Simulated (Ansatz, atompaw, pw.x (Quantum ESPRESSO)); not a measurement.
Equation-of-state test of one PAW (atompaw) potential (magnesium)

Mg (Z = 12), PAW, made with atompaw 4.2.0.5 (PBEsol, scalar-relativistic). Core [Ne], reference 3s2 3p0. Waves: 3s (bound): rc 2.85 bohr; 3s channel at 0.05 Ry: rc 2.85 bohr; 3p (bound, empty): rc 2.85 bohr; 3p channel at 0.25 Ry: rc 2.85 bohr; 3d channel at 0.3 Ry: rc 2.85 bohr; 3d channel at 2.45 Ry: rc 2.00 bohr. Local part: ultrasoft scheme with l = 3 at -0.5 Ry, radius 2.15 bohr. Core correction: smooth core density matched at 2.60 bohr. Augmentation charge: sinc compensation charge, radius 2.70 bohr; PAW radius 2.85 bohr; waves and projectors: custom rrkj gramschmidtortho.

Atomic tests: cutoffs needed: 6 Ry and 6 Ry (the cutoffs (Ry, on a coarse ladder) from which the occupation-weighted sum of valence levels, in a spherical-Bessel basis at the reference potential, stays within 10 and 1 mRy of its value at 400 Ry); ghost test: no extra level below or beside the all-electron valence levels (s, p, d, f tested) (spherical-Bessel basis up to 400 Ry, 20 bohr box); lowest eigenvalue of the overlap operator: 0.46 (s channel).

Crystal test: bcc Mg in pw.x 7.5, no spin, 13³ k-points, Fermi–Dirac smearing 0.01 Ry, cutoffs 40/400 Ry. The reference is all-electron LAPW (Ansatz 0.2.0) with the same functional, mesh and smearing; V0 and B0 come from Birch–Murnaghan fits to the pressures at five volumes. Errors are pseudo minus all-electron; Δ is the rms difference of the E(V) curves that follow from these fits, minima aligned, over ±6 % about the mean V0. Mesh and smearing are coarse, so the numbers serve the comparison and aren't converged zero-temperature values; the lattice is a test structure that the element need not adopt.

```json
{"V (Å³/atom)": "21.324", "P all-electron (GPa)": "2.25", "P pseudo (GPa)": "2.33"}
{"V (Å³/atom)": "21.885", "P all-electron (GPa)": "1.14", "P pseudo (GPa)": "1.21"}
{"V (Å³/atom)": "22.446", "P all-electron (GPa)": "0.16", "P pseudo (GPa)": "0.21"}
{"V (Å³/atom)": "23.007", "P all-electron (GPa)": "-0.70", "P pseudo (GPa)": "-0.66"}
{"V (Å³/atom)": "23.568", "P all-electron (GPa)": "-1.46", "P pseudo (GPa)": "-1.44"}
```

All-electron: a0 = 3.559 Å (V0 = 22.55 Å³/atom), B0 = 36.1 GPa.

Pseudopotential: mean pressure error (GPa): +0.06; a0 (Å): 3.561; a0 error (%): +0.05; B0 error (%): +1.0; Δ (meV/atom): 0.3.

At the middle volume, how do free energy and pressure move when the wave cutoff is lowered (ecutrho held at 400 Ry)?

| cutoff (Ry) | shift of F (meV/atom) | shift of P (GPa) |
| --- | --- | --- |
| 18 | +0.4 | -0.00 |
| 24 | +0.1 | +0.00 |
| 32 | +0.0 | +0.00 |

The run at the middle volume (84 k-points, 12 iterations) took about 9 s on one core of a shared host (Intel(R) Xeon(R) 6975P-C, 192 threads, 378 GiB, load 81).
